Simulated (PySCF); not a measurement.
## Which proton of butyraldehyde is most acidic?

System: butyraldehyde, `CCCC=O` (C4H8O). Optimised structure (Å), atoms numbered from 1:
```
C    -1.3155    0.4926    0.9040
C    -0.6549   -0.6065    0.0853
C     0.8664   -0.6266    0.2186
C     1.5251    0.5902   -0.3643
O     2.4075    1.2196    0.1577
H    -2.4106    0.4636    0.8034
H    -1.0751    0.3919    1.9742
H    -0.9811    1.4937    0.5875
H    -0.9256   -0.4947   -0.9797
H    -1.0483   -1.5894    0.3904
H     1.1890   -0.7355    1.2660
H     1.2735   -1.4897   -0.3412
H     1.1408    0.8927   -1.3764
```

Energies: ωB97X-D3(BJ)/ma-def2-TZVP (PySCF, density fitting, integration grid level 2) on PBE0-D3(BJ)/ma-def2-SVP structures. The prefix ma- adds one diffuse s and one diffuse p function on all atoms but H. ωB97X-D3(BJ) is ωB97X-V with D3(BJ) in place of VV10. Zero-point and thermal terms (298.15 K, 1 bar) come from unscaled PBE0-D3(BJ)/ma-def2-SVP harmonic frequencies, with soft modes damped to free rotors in the entropy.

| site | product | ΔH(acid) / eV | ΔG(acid) / eV | gas share | above best in toluene / eV | above best in DMF / eV |
| --- | --- | --- | --- | --- | --- | --- |
| C3 (carbon α to the carbonyl-type group) | `CC[CH-]C=O` | 15.99 | 15.67 | > 99.9 % | 0.000 | 0.000 |
| C4 (carbonyl-type carbon) | `CCC[C-]=O` | 17.16 | 16.83 | < 0.1 % | 1.137 | 1.090 |

ΔH and ΔG refer to AH → A⁻ + H⁺ in the gas phase. Shares are Boltzmann weights among the listed products; an error of 10 kJ/mol changes a ratio about 56-fold. Sites whose products fell apart, merged with another or lost in a GFN2-xTB screen aren't listed. Values in solvent are IEF-PCM free energies relative to the most favourable product.

Of the listed sites C3 (carbon α to the carbonyl-type group) is favoured in the gas phase, 1.15 eV ahead of C4 in free energy.

In toluene the product from C3 is solvated 1.40 eV more strongly than the parent (electrostatics only).

In DMF the product from C3 is solvated 2.42 eV more strongly than the parent (electrostatics only).

Vertical detachment energies of the anions: `CCC[C-]=O` 0.61 eV.

Measured values (NIST Chemistry WebBook, evaluated or the median of agreeing entries): deprotonation enthalpy (ΔH) 1524 kJ/mol (computed 1543, difference 18); gas-phase acidity (ΔG) 1498 kJ/mol (computed 1512, difference 15). These are compared with the most favourable site that keeps the skeleton.

Caveats: C1, C2 are not listed: the run failed or kept an imaginary mode, or the ion rearranged or equalled another.

Run with `OMP_NUM_THREADS=1 python redox_run.py task.json out` on 1 thread of Arm Neoverse V2, a shared host. Structures, frequencies and single points: 12 min of wall time.

Differences come from unrounded values, so a last digit can differ from that of the printed terms.
